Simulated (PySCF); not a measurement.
# SO2 (sulfur dioxide) at PBE0/STO-3G

What is the energy change on altering one bond length of SO2 (sulfur dioxide) at PBE0/STO-3G? The job is set up through a Python script.

Program for the calculation: PySCF 2.14.0.

14 further runs of the same task are left out: 7 that didn't finish, 7 set aside as unsound or not needed.

## (1) The system as given

The species is SO2 (3 atoms), meant as a singlet with charge 0. SMILES: `O=S=O`. The shape is that of a PBE0-D4/def2-TZVP optimisation.

Bond lengths: O1–S2 1.431 Å, S2–O3 1.431 Å. Angles: O1–S2–O3 118.9°.

## (2) A single-point energy at PBE0/STO-3G

The input, run.py:

```python
from pyscf import gto, dft

mol = gto.Mole()
mol.atom = [
    ('O', (-0.974420, 0.645900, -0.459510)),
    ('S', (0.269520, 0.357380, 0.186790)),
    ('O', (0.704900, -1.003280, 0.272720)),
]
mol.charge = 0
mol.verbose = 4
mol.max_memory = 1860
mol.basis = 'sto-3g'
mol.build()

calc0 = dft.RKS(mol)
calc0.xc = 'pbe0'
calc0.grids.level = 5
calc0.conv_tol = 1e-10
calc0.kernel()
if not calc0.converged:
    calc0 = calc0.newton().run(calc0.mo_coeff, calc0.mo_occ)

e_tot = calc0.e_tot
print('Final energy', e_tot)
```

Launch:

```console
$ OMP_NUM_THREADS=1 python run.py
```

The log of the run:

```text
PySCF version 2.14.0

[INPUT] num. atoms = 3
[INPUT] num. electrons = 32
[INPUT] charge = 0
[INPUT] spin (= nelec alpha-beta = 2S) = 0
[INPUT] symmetry False subgroup None
[INPUT] Mole.unit = angstrom
[INPUT] Symbol           X                Y                Z      unit          X                Y                Z       unit  Magmom
[INPUT]  1 O     -0.974420000000   0.645900000000  -0.459510000000 AA   -1.841386930299   1.220574103857  -0.868348051499 Bohr   0.0
[INPUT]  2 S      0.269520000000   0.357380000000   0.186790000000 AA    0.509318985093   0.675350322397   0.352981942808 Bohr   0.0
[INPUT]  3 O      0.704900000000  -1.003280000000   0.272720000000 AA    1.332067945206  -1.895924426254   0.515366108691 Bohr   0.0

nuclear repulsion = 108.393821885227
number of shells = 11
number of NR pGTOs = 57
number of NR cGTOs = 19
basis = sto-3g
ecp = {}

******** <class 'pyscf.dft.rks.RKS'> ********
method = RKS
initial guess = minao
damping factor = 0
level_shift factor = 0
DIIS = <class 'pyscf.scf.diis.CDIIS'>
diis_start_cycle = 1
diis_space = 8
diis_damp = 0
SCF conv_tol = 1e-10
SCF conv_tol_grad = None
SCF max_cycles = 50
direct_scf = True
direct_scf_tol = 1e-13
XC library pyscf.dft.libxc version 7.0.0
    S. Lehtola, C. Steigemann, M. J.T. Oliveira, and M. A.L. Marques.,  SoftwareX 7, 1–5 (2018)
XC functionals = pbe0
radial grids:
    Treutler-Ahlrichs [JCP 102, 346 (1995); DOI:10.1063/1.469408] (M4) radial grids

becke partition: Becke, JCP 88, 2547 (1988); DOI:10.1063/1.454033
pruning grids: <function nwchem_prune>
grids dens level: 5
symmetrized grids: False
atomic radii adjust function: <function treutler_atomic_radii_adjust>
small_rho_cutoff = 0
Set gradient conv threshold to 1e-05
Initial guess from minao.
tot grids = 129008
init E= -542.432267883979
  HOMO = -0.292408444253186  LUMO = -0.115588963736215  gap/eV = 4.81150
cycle= 1 E= -541.378315474912  delta_E= 1.05  |g|= 0.861  |ddm|= 3.12
  HOMO = 0.000222480446756435  LUMO = 0.116856872365209  gap/eV = 3.17378
cycle= 2 E= -541.381087248439  delta_E= -0.00277  |g|= 0.843  |ddm|=  2.7
  HOMO = -0.131142755214708  LUMO = 0.0406098483593023  gap/eV = 4.67363
cycle= 3 E= -541.667051534579  delta_E= -0.286  |g|= 0.00909  |ddm|= 1.46
  HOMO = -0.136248840408264  LUMO = 0.0421086861333228  gap/eV = 4.85336
cycle= 4 E= -541.667093992976  delta_E= -4.25e-05  |g|= 0.00305  |ddm|= 0.0218
  HOMO = -0.136397433067778  LUMO = 0.0419832931167397  gap/eV = 4.85399
cycle= 5 E= -541.667097172087  delta_E= -3.18e-06  |g|= 0.000287  |ddm|= 0.00484
  HOMO = -0.136411857017703  LUMO = 0.0419832543178661  gap/eV = 4.85438
cycle= 6 E= -541.667097121351  delta_E= 5.07e-08  |g|= 0.000525  |ddm|= 0.000837
  HOMO = -0.136416535592106  LUMO = 0.0419834055956156  gap/eV = 4.85451
cycle= 7 E= -541.667097200073  delta_E= -7.87e-08  |g|= 5.23e-06  |ddm|= 0.000603
  HOMO = -0.136416136847728  LUMO = 0.0419840560898816  gap/eV = 4.85452
cycle= 8 E= -541.667097200087  delta_E= -1.39e-11  |g|= 7.78e-07  |ddm|= 1.5e-05
  HOMO = -0.136415969782868  LUMO = 0.0419840677732798  gap/eV = 4.85451
Extra cycle  E= -541.667097200087  delta_E= -2.27e-13  |g|= 8.95e-07  |ddm|= 2.49e-06
converged SCF energy = -541.667097200087
Final energy -541.6670972000871
```

Wall time 1.4 s (1 thread of AMD EPYC 9R45 (Zen 5), shared host); peak memory 0.19 GiB.

## (3) The distorted shape at the same level

The input, input.py:

```python
from pyscf import gto, dft

molecule = gto.Mole()
molecule.atom = '''
O   -1.192110   1.326229  -0.502475
S    0.051830   1.037709   0.143825
O    0.704900  -1.003280   0.272720
'''
molecule.max_memory = 1860
molecule.basis = 'sto-3g'
molecule.verbose = 3
molecule.build()

ks = dft.RKS(molecule, xc='pbe0')
ks.conv_tol = 1e-10
ks.grids.level = 5
ks.kernel()
if not ks.converged:
    ks = ks.newton().run(ks.mo_coeff, ks.mo_occ)

etot = ks.e_tot
print('Final energy', etot)
```

Launch:

```console
$ OMP_NUM_THREADS=1 python input.py
```

The log of the run:

```text
converged SCF energy = -541.595783067491
Final energy -541.5957830674906
```

Run time: 2.9 s. Hardware: 1 thread of AMD EPYC 9R45 (Zen 5), shared host; peak memory 0.19 GiB.

## (4) Summary of results

At PBE0/STO-3G:

```
                                                         quantity          value
                                        first shape: total energy  -541.66710 Eh
                                       first shape: dipole moment         1.36 D
                                         first shape: HOMO energy       -3.71 eV
                                         first shape: LUMO energy        1.14 eV
                                       first shape: HOMO–LUMO gap        4.85 eV
                                    distorted shape: total energy  -541.59578 Eh
                                   distorted shape: dipole moment         1.36 D
                                     distorted shape: HOMO energy       -3.00 eV
                                     distorted shape: LUMO energy       -0.56 eV
                                   distorted shape: HOMO–LUMO gap        2.44 eV
energy change with the S2–O3 bond stretched from 1.431 to 2.147 Å       1.941 eV
```

With the S2–O3 bond stretched from 1.431 to 2.147 Å the energy rises by 1.94 eV (187 kJ/mol). The first shape isn't relaxed at this level, so the change isn't measured from a minimum. A restricted reference can't describe the breaking bond well at this length. The minimal basis adds a large error of its own. Mulliken charges (first shape) run from -0.39 on O1 to +0.77 on S2.
